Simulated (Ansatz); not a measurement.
Reaction: C2H3F (SMILES C=CF) → C2H2F (SMILES FC=[CH], doublet) + H (doublet) (the C-H bond breaks)
Each species at its own B3LYP-D3(BJ)/def2-TZVP minimum (Ansatz, a quantum-chemistry and plane-wave program).

Quantity: bond dissociation energy (electronic), in kcal/mol. Radicals and triplets start from unrestricted determinants; spin-orbit coupling is neglected. CBS(X,Y): correlation extrapolated as X^-3, Hartree-Fock from the larger set (Q,5: extrapolated as (X+1)exp(-9√X)). A bracket is a step between two methods taken in the basis named. The functionals are non-relativistic, so their misses hold any scalar relativity. 'core' is core correlation in cc-pwCVTZ, 'X2C' scalar relativity in cc-pVTZ-DK, both at CCSD(T). For partners of very few electrons the exact lower level stands in for a higher one. The UHF reference of C2H2F ([CH]=CF, doublet) is spin-contaminated (<S^2> up to 0.18 over the pure value in the sets run).

CCSD(T)/CBS(cc-pVQZ,cc-pV5Z) + [CCSDT(Q) - CCSD(T)]/cc-pVDZ + core + X2C (Ansatz) gives 122.1 kcal/mol.

### Question
How far off this value is PBE/def2-TZVPD (Ansatz), in which direction, and how far these levels: r2SCAN/def2-TZVPD, B3LYP/def2-TZVPD, PBE0/def2-TZVPD, CCSD(T)/CBS(cc-pVQZ,cc-pV5Z) + core + X2C?

### Answer
PBE gives 117.7 kcal/mol, 4.4 kcal/mol below it. Differences of the others: r2SCAN/def2-TZVPD (Ansatz) -5.5; B3LYP/def2-TZVPD (Ansatz) -2.3; PBE0/def2-TZVPD (Ansatz) -4.1; CCSD(T)/CBS(cc-pVQZ,cc-pV5Z) + core + X2C (Ansatz) 0.4 kcal/mol.
